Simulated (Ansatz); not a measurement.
# BH₄ (doublet): wave-function methods side by side at distance B1–H4 along a hydrogen transfer = 1.412 Å, 6-31G

How much of the correlation energy of BH₄ (doublet) does each wave-function method recover here?

Computed with Ansatz 0.2.0, Gaussian basis. Level: 6-31G, core rule «outside noble gas», up to 1 orbitals frozen.

To be run: UHF; CCSD(T) on ROHF; CCSD(T) on UHF; BCCD(T) on ROHF; CISD; CCSDT(Q) on ROHF; CCSDT(Q) on UHF; CISDTQ; CCSDTQ on ROHF; CCSDTQ on UHF; CASSCF and MRCISD+Q, 3 electrons in 3 orbitals; CASSCF and NEVPT2, 3 electrons in 3 orbitals; CASSCF and MRCISD+Q, 7 electrons in 8 orbitals; CASSCF and NEVPT2, 7 electrons in 8 orbitals; Full CI.

10 further runs of the same task are left out: 1 that didn't finish, 9 set aside as unsound or not needed.

## (1) The geometry

The geometry derives from fragments relaxed apart (PBE0/def2-TZVP) and kept rigid, so it is no stationary point. A hydrogen atom is moved between rigid fragments.

5 atoms, charge 0, spin multiplicity 2.

Atoms are counted from 1 here; the program's logs count them from 0.

Bond lengths: B1–H2 1.193 Å, B1–H3 1.193 Å, B1–H4 1.412 Å. Angles: H2–B1–H3 120.0°, H2–B1–H4 120.0°, H3–B1–H4 120.0°.

## (2) UHF

The input, in.yaml:

```yaml
crystal:
  periodic: [false, false, false]
  atoms:
    - {symbol: B, position_ang: [-0.181146, 0.000000, 0.000000]}
    - {symbol: H, position_ang: [-0.777880, 1.033571, 0.000000]}
    - {symbol: H, position_ang: [-0.777880, -1.033571, 0.000000]}
    - {symbol: H, position_ang: [1.230854, 0.000000, 0.000000]}
    - {symbol: H, position_ang: [2.267854, 0.000000, 0.000000]}
basis:
  gaussian: {orbitals: 6-31G}
magnetization: {spin_polarized: true, initial_magnetization: 1}
hamiltonian: {xc: hf}
output: {orbitals: {seedname: orbitals}}
```

Command:

```console
$ ansatz run in.yaml --threads 1 --pin off --events-out ev --progress --plain --max-ram 2393MiB
```

The runs that follow: CCSD(T) on ROHF; CCSD(T) on UHF; BCCD(T) on ROHF; CISD; CCSDT(Q) on ROHF; CCSDT(Q) on UHF; CISDTQ; CCSDTQ on ROHF; CCSDTQ on UHF; CASSCF and MRCISD+Q, 3 electrons in 3 orbitals; CASSCF and NEVPT2, 3 electrons in 3 orbitals; CASSCF and MRCISD+Q, 7 electrons in 8 orbitals; CASSCF and NEVPT2, 7 electrons in 8 orbitals; Full CI.

**Question.** What will the summary of the whole plan be? Wanted: FCI below the RHF energy; RMP2 from FCI; UMP2 from FCI; RCCSD from FCI; RCCSD(T) from FCI; UCCSD(T) from FCI; RCCSDT(Q) from FCI; UCCSDT(Q) from FCI; NEVPT2 pair from FCI.

The runs gave:

| quantity | value |
| --- | --- |
| FCI below the RHF energy | -2.4141 eV |
| RMP2 from FCI | +60.8 kJ/mol |
| UMP2 from FCI | +59.5 kJ/mol |
| RCCSD from FCI | +4.1 kJ/mol |
| RCCSD(T) from FCI | +1.1 kJ/mol |
| UCCSD(T) from FCI | +1.1 kJ/mol |
| RCCSDT(Q) from FCI | 0.0 kJ/mol |
| UCCSDT(Q) from FCI | 0.0 kJ/mol |
| NEVPT2 pair from FCI | +43.0 kJ/mol |
| NEVPT2 valence from FCI | +18.6 kJ/mol |
| MRCISD+Q valence from FCI | +0.5 kJ/mol |
| levels within 1 kcal/mol (43 meV) | RCCSD, UCCSD, RCCSD(T), UCCSD(T), BCCD(T), RCCSDT, UCCSDT, CISDTQ, RCCSDT(Q), UCCSDT(Q), RCCSDTQ, UCCSDTQ, MRCISD valence, MRCISD+Q valence |
| T1 diagnostic | 0.025 |
| effectively unpaired electrons | 1.02 |

**Reading.** RCCSD(T) lands +1.1 kJ/mol from the yardstick (0.5 % of the correlation energy). One determinant dominates. Of the multireference levels listed MRCISD+Q valence comes nearest in total energy (+0.5 kJ/mol), which doesn't show that its space is the better one. These misses are within one basis, not against nature; the frozen cores of restricted and unrestricted runs differ, which can shift their rows.
